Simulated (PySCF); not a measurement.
Structure elucidation problem

Molecular formula: C$_{5}$H$_{10}$. Simulated spectra:

1H NMR (400 MHz, computed): δ 5.67 (m, 1H), 5.66 (m, 1H), 2.20 (m, 2H), 1.77 (m, 3H), 0.97 (t, J = 8.4 Hz, 3H).

13C{1H} NMR (computed): δ 145.1 (CH), 135.7 (CH), 25.7 (CH2), 17.5 (CH3), 15.1 (CH3).

PySCF 2.14.0 with density-fitted response routines calculation with geometry: PBE0-D3(BJ)/def2-SVP, NMR shieldings at B3LYP/pcSseg-2/GIAO and B3LYP/pcJ-1 coupling constants (without the spin–dipole term); non-relativistic, no solvent model, one computed conformer, averaged over atoms made equivalent by symmetry, fast rotation or ring inversion.

References, each an isolated molecule treated in the same way: 1H (σref 31.39), 13C (σref 179.19) vs TMS.

Propose a structure and justify it.

## Answers


Rings plus π bonds: 1 (no ring in the answer). 5 carbon signals for 5 carbons: no two carbons are equivalent. Carbon types of the structure: 2 × CH, 1 × CH2, 2 × CH3, which accounts for all hydrogens. δC 145.1, 135.7: alkene CH; an sp2 carbon of a C=C bond. δC 25.7: allylic sp3 CH2; a saturated carbon with 2 carbon neighbours and no heteroatom attached. δC 17.5: methyl carbon; a saturated carbon with 1 carbon neighbour and no heteroatom attached. δC 15.1: allylic methyl carbon; a saturated carbon with 1 carbon neighbour and no heteroatom attached. δH 5.67, 5.66: hydrogen on an alkene CH; a vinylic proton, deshielded by the sp2 carbon and the C=C anisotropy. δH 2.20: hydrogen on an allylic sp3 CH2; allylic position. δH 1.77: hydrogen on an allylic methyl carbon; allylic position.

The compound is SMILES C/C=C\CC.

The data come from this structure; uniqueness wasn't tested.

Multiplet labels drop couplings under 1 Hz and merge nearly equal ones. Unscaled 3J(H,H) at this level run about 10 % above measured values. Shifts are as computed. Against solution values, carbons near 30 ppm lie about +3 ppm off and those near 130 ppm about +8 ppm. Of 1211 compounds with measured shifts, 218 miss one by over three times the rms of a fit or turn the order of signals round; such compounds aren't used in these exercises. Couplings across =CH–CH2 type bonds come from one rotamer and its mirror image, and can be 1–2 Hz further off.
